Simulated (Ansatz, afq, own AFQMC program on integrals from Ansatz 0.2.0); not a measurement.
# Where AFQMC and coupled cluster stand for BGeH2, doublet

```json
{"atom": "Ge", "x (Å)": "0.0000", "y (Å)": "0.0000", "z (Å)": "-0.2204"}
{"atom": "B", "x (Å)": "0.0000", "y (Å)": "0.0000", "z (Å)": "1.6648"}
{"atom": "H", "x (Å)": "0.0000", "y (Å)": "1.3134", "z (Å)": "-0.9862"}
{"atom": "H", "x (Å)": "0.0000", "y (Å)": "-1.3134", "z (Å)": "-0.9862"}
```

Connectivity, by distances: GeH2–B.

Basis cc-pVTZ. Noble-gas cores (and the filled d shells of Ga–Kr and In–Xe) are frozen. Ansatz 0.2.0 and our own AFQMC program on the same integrals; the CISD trial comes from CCSD amplitudes, and released means the phaseless constraint is let go. Free AFQMC starts from the CCSD state and is never constrained. Its projection time is finite, and what remains of the start isn't in its error. Error bars are statistical, one sigma. No spin–orbit coupling.

Determinant: ROHF, the one that the program's search chose, which needn't be the lowest solution. The geometry is a PBE0/def2-TZVP stationary point of this or a neighbouring charge and spin state.

No full CI on the walks' own integrals is used here; CCSDT(Q) serves as the reference and is uncertain by about the last step of the cluster series.

Cautions: no relativity below Rb; no spin-orbit coupling; inner d shell frozen; a spin-contaminated unrestricted determinant lies lower (UHF 372 meV lower, ⟨S²⟩ 1.23); released walk and highest rung disagree (by 16 meV at 2.40 1/Eh).

The T1 diagnostic is 0.0329. The weight of the determinant in the CISD state is 0.847 and the size of the correlated space is 9 electrons in 86 orbitals.

| level | correlation energy (eV) |
| --- | --- |
| MP2 | -4.8229 |
| CCSD | -5.7508 |
| CCSD(T) | -6.0339 |

(1) Estimate where phaseless AFQMC with a CISD trial lies against CCSD(T) on the same integrals.

(1) 0.57 ± 0.13 kcal/mol below CCSD(T).

Reference: CCSDT(Q), correlation energy -6.096 eV. The released energy is read at 2.40 1/Eh (meV from the phaseless value at times in 1/Eh: -5 ± 5 at 0.24, -10 ± 5 at 0.51, -14 ± 5 at 0.99, -24 ± 4 at 1.62, -22 ± 5 at 2.40).

| level | E − E(reference) (kcal/mol) | share of correlation (%) |
| --- | --- | --- |
| CCSD(T) | 1.44 | 98.97 |
| CCSDT | 0.43 | 99.70 |
| ph-AFQMC/HF | 3.95 ± 0.72 | 97.19 |
| ph-AFQMC/CISD | 0.87 ± 0.13 | 99.38 |
| released AFQMC | 0.36 ± 0.11 | 99.74 |
| free AFQMC | 0.27 ± 0.28 | 99.81 |

Free projections are given only where their last times agree within the noise and don't stop above the reference; a slow remainder of the start can still hide under it. A walk keeps the symmetry of its determinant, which the program's search chose and which needn't be the lowest solution, so a lower state of the same spin and another symmetry isn't excluded. Released energies are given only where the last usable release times agree within the noise; a slower fall can still hide under it.
